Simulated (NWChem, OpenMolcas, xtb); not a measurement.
A ladder of methods for PH2F (phosphinous fluoride(8ci,9ci))

PH2F has 4 atoms, charge 0, and is taken as a singlet. SMILES: `FP`. Geometry: relaxed at GFN2-xTB.

Quantity: the dipole moment, in D. The values are calculated.

```csv
level,kind,program,value (D),CPU time
GFN2-xTB,semi-empirical,xtb,2.06,under 2 s
GFN0-xTB,semi-empirical,xtb,1.98,under 2 s
GFN1-xTB,semi-empirical,xtb,2.00,under 2 s
HF/ANO-S-MB,Hartree–Fock,OpenMolcas,1.72,1.7 s
HF/STO-3G,Hartree–Fock,NWChem,1.02,0.77 s
HF/3-21G,Hartree–Fock,OpenMolcas,2.12,3.4 s
HF/6-31G,Hartree–Fock,OpenMolcas,2.56,3.5 s
HF/def2-SVP,Hartree–Fock,NWChem,2.04,2.2 s
HF/cc-pVTZ,Hartree–Fock,NWChem,1.76,31 s
Slater/cc-pVDZ,LDA,NWChem,1.38,4.1 s
```

The values span 1.02 to 2.56 D. Sets without polarisation functions give poor dipoles. Without the sets that lack polarisation functions the rows with a basis span only 1.38 to 2.04 D. CPU times are rough (shared hosts, several kinds of processor): they show what a rung costs within a factor of a few.
